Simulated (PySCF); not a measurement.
From a raw peak list to a structure

Formula C$_{3}$H$_{9}$N. The spectrum was simulated from the full spin Hamiltonian at 200 MHz with 0.8 Hz Lorentzian lines, from shifts rounded to 0.01 ppm and J to 0.1 Hz, couplings under 1 Hz left out. Exchangeable protons (2H) are left uncoupled and out of the list.

Maxima in ppm (height), grouped by integral:
1H: 3.348 (3), 3.314 (7), 3.280 (10), 3.247 (7), 3.214 (3)
6H: 0.957 (100), 0.923 (97)

Computed data (PySCF 2.14.0 with density-fitted response routines): structure optimised with PBE0-D3(BJ)/def2-SVP, spin–spin couplings from B3LYP/pcJ-1 (spin–dipole term only in couplings to heteroatoms), shieldings: GIAO B97-2/pcSseg-2. Non-relativistic, a single conformation, gas phase, rapidly exchanging positions averaged.

References, each an isolated molecule treated in the same way: ¹H (31.36 ppm) against TMS.

Problem. Analyse the multiplets.

Solution. ¹H NMR (200 MHz, computed): δ 3.28 (sept, J = 6.7 Hz, 1H), 0.94 (d, J = 6.7 Hz, 6H), 0.60 (br s, 2H). These are first-order names from the parameters used; overlap and second-order distortion can hide them in the list.

Problem. What is the compound?

Solution. SMILES CC(C)N.

Atoms are numbered as in `[CH3:1][CH:2]([CH3:3])[NH2:4]` (H(Xn): hydrogen on atom n).

1. δ 3.28: H(C2), hydrogen on an sp3 CH bonded to N, coupled to H(C1)/H(C3) (6.7 Hz).
2. δ 0.94: H(C1)/H(C3), hydrogen on a methyl carbon, coupled to H(C2) (6.7 Hz).
3. δ 0.60: H(N4), hydrogen on an amine nitrogen.

OH and NH positions are those of a molecule without intermolecular hydrogen bonds; in solution they move with solvent, concentration and temperature, and exchange usually removes their couplings. Multiplet labels drop couplings under 1 Hz and merge nearly equal ones. Unscaled 3J(H,H) at this level run about 10 % above measured values. Couplings to exchangeable protons are dropped.
